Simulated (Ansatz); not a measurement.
Relaxed structures of CH3OSi (charge +1), singlet (PBE0-D4/def2-TZVP; forces vanish, vibrations not checked; lower isomers may exist, and structures with a doubtful reference or unclear bonds are left out; Å). Program: Ansatz 0.2.0. Basis: def2-TZVPP. Cores are frozen in the correlated methods.

Task: Rank them by CCSD(T) energy, lowest first, and give each one's height above the lowest. Links in brackets join atoms within 1.22 times the sum of their covalent radii (1.1 for two metals). (Judge from chemistry; the value comes from the calculation.)
A.
CH₃OSi ([O][C][SiH3]), total charge +1
```
6
angstrom
C 0.6715 -0.8318 0.5045
Si -0.4538 0.5621 -0.3410
O 1.3015 -1.6122 0.9779
H 0.4823 1.6943 -0.2302
H -1.5933 0.5173 0.5917
H -0.6214 -0.0657 -1.6632
```
B.
CH₃OSi ([CH3][Si][O]), total charge +1
```
6
angstrom
C -0.3901 0.4832 -0.2931
Si 0.6439 -0.7978 0.4838
O 1.4892 -1.8443 1.1188
H 0.1779 1.4206 -0.2906
H -1.3084 0.5779 0.2978
H -0.6124 0.1604 -1.3168
```
C.
CH₃OSi ([CH2][Si][OH]), total charge +1
```
6
angstrom
C -0.2914 0.4115 -0.1290
Si 0.7376 -0.4527 0.9613
O 1.5313 -1.8092 0.9148
H 0.1180 1.3547 -0.5043
H -1.3398 0.4800 0.1778
H 2.0847 -2.1896 1.6105
```
D.
CH₃OSi ([CH3][O][Si]), total charge +1
```
6
angstrom
C -0.3243 0.4017 -0.2437
Si 1.3651 -1.6909 1.0257
O 0.4931 -0.6108 0.3705
H 0.2426 1.3298 -0.2393
H -1.2340 0.4924 0.3455
H -0.5425 0.0776 -1.2587
```

Result: By the calculation: D (0.0 kJ/mol), A (101.3 kJ/mol), B (128.7 kJ/mol), C (188.3 kJ/mol). Heights count from the lowest.

The T1 diagnostic stays at or below 0.026. The T1 diagnostic is large here, which may signal multireference character or strong orbital relaxation, so CCSD(T) is less sure. The restricted Hartree–Fock reference is unstable towards an unrestricted one at one or more of these structures. A large double-excitation amplitude points to some diradical character; no triplet was computed.

For scale, one of the runs: CCSD(T)/def2-TZVPP, 146 basis functions, launched by `ansatz run in.yaml --threads 2 --pin off --events-out ev --progress --plain --max-ram 4352MiB`. Time: 18 s of wall clock on 2 CPU threads of an Arm Neoverse N1; the host was shared. Peak host memory: 0.85 GiB.
